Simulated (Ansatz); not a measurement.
Coupled-cluster run, FH5Si2, SMILES `F[SiH2][SiH3]`.

```yaml
crystal:
  periodic: [false, false, false]
  atoms:
    - {symbol: F, position_ang: [-2.015237, 0.986107, -0.226792]}
    - {symbol: Si, position_ang: [-0.575369, 0.581086, -0.813616]}
    - {symbol: Si, position_ang: [0.633501, -0.611215, 0.800387]}
    - {symbol: H, position_ang: [-0.798703, -0.237500, -2.033879]}
    - {symbol: H, position_ang: [0.125732, 1.834679, -1.195665]}
    - {symbol: H, position_ang: [0.849454, 0.218230, 2.015105]}
    - {symbol: H, position_ang: [1.955689, -0.971083, 0.218920]}
    - {symbol: H, position_ang: [-0.082866, -1.857404, 1.179841]}
basis:
  gaussian: {orbitals: def2-TZVPP}
correlation: {method: ccsd_t}
output: {orbitals: {seedname: orbitals}}
```

```sh
$ ansatz run in.yaml --threads 2 --pin off --events-out ev --progress --plain
```

Output of Ansatz, abridged:

```
Functional definition: HF
1067 factors; integrals over basis functions are off by at most 6.4e-4 eV
mean field evaluation 1: about -18510.6159 eV, gradient 2.8e1 eV
mean field evaluation 2: about -18510.7811 eV, gradient 2.8e1 eV
mean field evaluation 4: about -18512.8326 eV, gradient 2.9e0 eV
mean field evaluation 8: about -18512.8836 eV, gradient 1.2e-1 eV
mean field -18512.88370196 eV, -680.3359275637 hartree, gradient 7.0e-6 eV, S^2 0.000000; 0 other end points of the search recorded, 0 dependent functions left out
11 core orbitals not correlated: weight in the atoms' cores, before any rotation towards them, 1.000 or more for the frozen orbitals, at most 0.000 for the correlated occupied ones
reference -18512.88370196 eV, -680.3359275637 hartree; 10, 10 occupied and 164, 164 virtual orbitals, 1067 factors
second order -13.70249526 eV of doubles, -0.00000000 eV of singles
cycle   1  -14.38364389 eV  change   -6.8e-1 eV  update   8.9e-2
cycle   2  -14.79200304 eV  change   -4.1e-1 eV  update   2.8e-2
cycle   3  -14.88051273 eV  change   -8.9e-2 eV  update   1.4e-2
cycle   4  -14.87130932 eV  change    9.2e-3 eV  update   3.2e-3
cycle   5  -14.87036182 eV  change    9.5e-4 eV  update   1.3e-3
cycle   6  -14.87062765 eV  change   -2.7e-4 eV  update   3.7e-4
cycle   7  -14.87040792 eV  change    2.2e-4 eV  update   1.2e-4
cycle   8  -14.87037669 eV  change    3.1e-5 eV  update   3.7e-5
cycle   9  -14.87039802 eV  change   -2.1e-5 eV  update   1.5e-5
perturbative correction -0.43155117 eV, -0.0158592130 hartree
Total energy: -18528.18565115 eV, -680.8982638243 hartree
```

Hardware: 2 threads of a server CPU on a shared host. Wall time 13 s, peak host memory 1.8 GiB.

The correlation energy is -15.302 eV, 2.8 % of it from (T); the T1 diagnostic reads 0.0124.
